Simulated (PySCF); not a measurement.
These are PySCF with PBE-D3(BJ)/def2-TZVP // B3LYP-D3(BJ)/def2-TZVP values and carry that method's errors. Gas-phase values, no solvent. One relaxed conformer stands for a flexible species; it need not be the lowest. Excitations are Tamm–Dancoff values on a coarser integration grid. The basis has no diffuse functions, so Rydberg states are missing or too high.

Reference species (SMILES): `CC` (neutral, multiplicity 1).

* **HOMO**: -8.14 eV
* **T1 excitation (TDA)**: 8.56 eV
* **S1–T1 gap (TDA)**: 0.32 eV
* **S1 oscillator strength**: 0.000

Changed species: `CCC(C)=O` (C–C–C–O torsion 7°) (X = acetyl; the reference has X = H).

Problem. Give the shifts of the HOMO, T1 excitation (TDA), S1–T1 gap (TDA) and S1 oscillator strength.

Solution. the HOMO increases by 2.56 eV, to -5.58 eV; the T1 excitation (TDA) falls by 4.82 eV, to 3.74 eV; the S1–T1 gap (TDA) goes up by 0.30 eV, to 0.62 eV; the S1 oscillator strength stays essentially unchanged.
